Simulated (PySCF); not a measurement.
## Working out the ionisation energy of O

O [He] 2s2 2p4 (3P) → O⁺ [He] 2s2 2p3 (4S). Computed with PySCF 2.14 in def2-SVP, with the non-relativistic Hamiltonian (point nucleus). Frozen: 1s2. Energies in hartree (1 hartree = 27.21139 eV):

```json
{"part": "UHF", "O (lower)": "-74.720101", "O⁺ (upper)": "-74.276071"}
{"part": "CCSD correlation", "O (lower)": "-0.116537", "O⁺ (upper)": "-0.083874"}
{"part": "(T)", "O (lower)": "-0.000832", "O⁺ (upper)": "-0.000568"}
```

Question: What does Hartree-Fock give?

Answer: (-74.276071) − (-74.720101) = 0.444030 hartree = 12.083 eV.

Question: What do CCSD and CCSD(T) give?

Answer: The CCSD correlation energies differ by 0.032663 hartree = 0.889 eV and the triples by 0.000264 hartree = 0.007 eV, so CCSD gives 12.972 eV and CCSD(T) 12.979 eV.

Measured between the centres of the two terms (NIST): 13.608 eV, so CCSD(T) (valence) is off by -0.629 eV.

A double-zeta basis recovers only part of the correlation energy.

What remains against the reference includes basis incompleteness, the frozen core and higher excitations.
